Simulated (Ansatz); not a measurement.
Cubic perovskite SrTiO3 (cubic form, which distorts at low temperature)

Level of theory: revPBE in Ansatz (PAW).

Run with plane-wave cutoff 520 eV, 10×10×10 k mesh, Fermi–Dirac smearing 0.01 eV, no spin polarisation, scalar-relativistic PAW data made under PBE.

Cell (relaxed at this level):

SrTiO₃ is modelled in the cubic space group Pm-3m (No. 221), the cubic perovskite structure, Pearson symbol cP5. Cell: a = b = c = 3.962 Å, α = β = γ = 90.00°. Sr on 1a is coordinated by 12 O at 2.802 Å (cuboctahedral). Ti on 1b has 6 O at 1.981 Å (octahedral). O on 3c is surrounded by 2 Ti at 1.981 Å and 4 Sr at 2.802 Å (octahedral). (Neighbours: up to the widest gap in distance over summed covalent radii, below 1.35, at either atom; cation-cation and far metal-metal contacts left out.)

For cubic perovskite SrTiO3 (cubic form, which distorts at low temperature), the bulk modulus B0 is 160 GPa and the band gap is 1.83 eV. The smallest direct gap on the k points sampled is 2.20 eV and the pressure derivative B′ of the bulk modulus comes out as 4.4.

Measured, for comparison: band gap 3.59 eV (zero-point renormalisation of 336 meV (experimental, the table's column) added back here, indirect; inputs from Miglio et al. (2020), arXiv:2011.12765); bulk modulus 172 GPa (room temperature, no zero-point or thermal correction, Murnaghan fit, our sources range from 165 to 179; as tabulated in Guennou et al. (2010), arXiv:0910.0710). Computed (rounded) less measured: bulk modulus -7 % (-3 % to -11 % over the range).

Note: the relaxation could not lower the start's symmetry, so the cell can be a saddle point above a distorted one.

Spin–orbit coupling is not included.

Computed values are for the static lattice.

Ansatz is an electronic-structure program.
